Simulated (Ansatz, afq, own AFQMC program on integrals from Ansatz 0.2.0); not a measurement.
Integrals from Ansatz 0.2.0, then the random walk in our own AFQMC program (afq).

```yaml
crystal:
  periodic: [false, false, false]
  atoms:
    - {symbol: Cl, position_ang: [-0.875453, 0.000000, 0.000000]}
    - {symbol: H, position_ang: [0.579547, 0.000000, 0.000000]}
    - {symbol: C, position_ang: [2.111547, 0.000000, 0.000000]}
    - {symbol: H, position_ang: [2.526015, 0.000000, 0.996161]}
    - {symbol: H, position_ang: [2.526015, 0.000000, -0.996161]}
basis:
  gaussian: {orbitals: cc-pVTZ}
magnetization: {spin_polarized: true, initial_magnetization: 2}
correlation: {method: ccsd_t, electrons: outside_noble_gas, hamiltonian_folder: ham}
```

```sh
$ ansatz run in.yaml --threads 1 --pin off --events-out ev --progress --plain --max-ram 24576MiB --backend cuda --devices 0, --max-vram 18GiB
```

afq runs on the folder ham with

```
--method phaseless --trial cisd --walkers 900 --populations 20 --least-time 60 --time-step 0.005 --steps-per-block 50 --equilibration-blocks 28 --max-blocks 4000 --target-error 0.00022 --factor-cut 1e-05 --start spin_pure --seed 2447 --release-times 0.24,0.51,0.99,1.62,2.4 --release-step 0.03 --release-every 3 --taylor-order 6
```

Times are imaginary, in 1/Eh. The walk had a cap of 236 s. With eight or more populations the least sampling time is a fifth of least-time, and the error comes from their spread.

```
orbitals 100  electrons 8 6  factors 593 of 601
reference energy -499.02631132 Eh
CCSD correlation -0.37132456 Eh in 12 cycles, weight of the determinant in the CISD state 0.8655
energy of the start -499.395045 Eh
 block  time / (1/Eh)  mean weight  energy / Eh
     1     0.250  1.0002  -499.391100
     2     0.500  0.9990  -499.396800
     3     0.750  1.0005  -499.402193
     4     1.000  0.9990  -499.404796
     5     1.250  0.9997  -499.408772
     8     2.000  0.9998  -499.410207
    13     3.250  1.0006  -499.412206
    25     6.250  1.0005  -499.411611
    33     8.250  1.0002  -499.409264
    37     9.250  1.0006  -499.413027
    49    12.250  1.0009  -499.410927
    61    15.250  1.0005  -499.413029
    73    18.250  1.0002  -499.414008
    85    21.250  0.9996  -499.413531
    97    24.250  1.0001  -499.411849
   109    27.250  1.0002  -499.410625
   117    29.250  1.0002  -499.415190
   121    30.250  0.9999  -499.412883
   133    33.250  0.9999  -499.412012
   145    36.250  0.9993  -499.412658
   157    39.250  1.0005  -499.413796
   165    41.250  1.0000  -499.410588
error from the spread of 20 populations
released: time / (1/Eh)  energy / Eh  error  mean overlap
  0.24  -499.412416  0.000199  0.9931
  0.51  -499.412339  0.000186  0.9910
  0.99  -499.412133  0.000203  0.9963
  1.62  -499.412492  0.000307  0.9935
  2.40  -499.412507  0.000352  0.9821
energy -499.411906 +/- 0.000187 Eh
(rows thinned)
```

(1) Estimate how long the walk took on 1 × NVIDIA H100 80GB HBM3 with 2 threads of AMD EPYC 7R13 Processor (Zen 3), with other jobs on the host (the card was shared).

The run passed its tests (sampling time, drift between the halves within three errors, error under three times the target), which doesn't prove that it has relaxed.

Against this walk (error 5.1 meV) on the same determinant: CCSD(T) 30.6 meV higher. The error is statistical and leaves out the bias of the constraint. Released to 2.40 1/Eh the energy moves by -16 ± 11 meV (both errors), within twice the noise.

Cautions: constraint bias not in the error; lower spins were not checked.

## Answers

(1) 91 s of wall time.

A walk keeps the symmetry of its determinant, which the program's search chose and which needn't be the lowest solution, so a lower state of the same spin and another symmetry isn't excluded.
